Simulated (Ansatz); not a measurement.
This geometry of BH5N2 + H (9 atoms, charge 0, multiplicity 2) is a first-order saddle point.

Method: UKS PBE/6-31G* in Ansatz 0.2.0.

```xyz
9
Properties=species:S:1:pos:R:3
B 0.002 -0.011 -0.151
H -0.002 -0.462 1.406
N 1.267 0.086 -0.768
H 2.127 -0.099 -0.261
H 1.425 0.357 -1.741
N -1.264 0.226 -0.724
H -2.124 0.118 -0.195
H -1.422 0.499 -1.696
H -0.008 -0.713 2.259
```

Q: Which two structures does it join? (They come from a converged band through this point; their orientation in space is the band's.)

A: Bonds broken: B1–H2. Bonds formed: H2–H9. BH5N2 + H becomes BH4N2 + H2.

First end point:

```xyz
9
Properties=species:S:1:pos:R:3
B 0.024 -0.102 -0.262
H 0.044 -0.506 0.878
N 1.263 0.080 -0.937
H 2.150 -0.118 -0.488
H 1.359 0.414 -1.892
N -1.236 0.169 -0.862
H -2.107 0.032 -0.361
H -1.365 0.510 -1.811
H -0.131 -0.479 3.865
```

Last end point:

```xyz
9
Properties=species:S:1:pos:R:3
B 0.008 0.012 -0.386
H -0.010 -0.501 2.312
N 1.272 0.101 -1.007
H 2.136 -0.049 -0.497
H 1.421 0.328 -1.995
N -1.262 0.199 -0.969
H -2.120 0.115 -0.433
H -1.423 0.437 -1.952
H -0.021 -0.642 3.058
```

Q: How far does it lie above each of them?

A: 0.278 eV above the first and 0.134 eV above the second. This is the barrier of this one path; another mechanism may lie lower.

Run time: 4.4 min on 1 thread of Arm Neoverse V2, with other jobs on the host, peak memory 0.13 GiB.
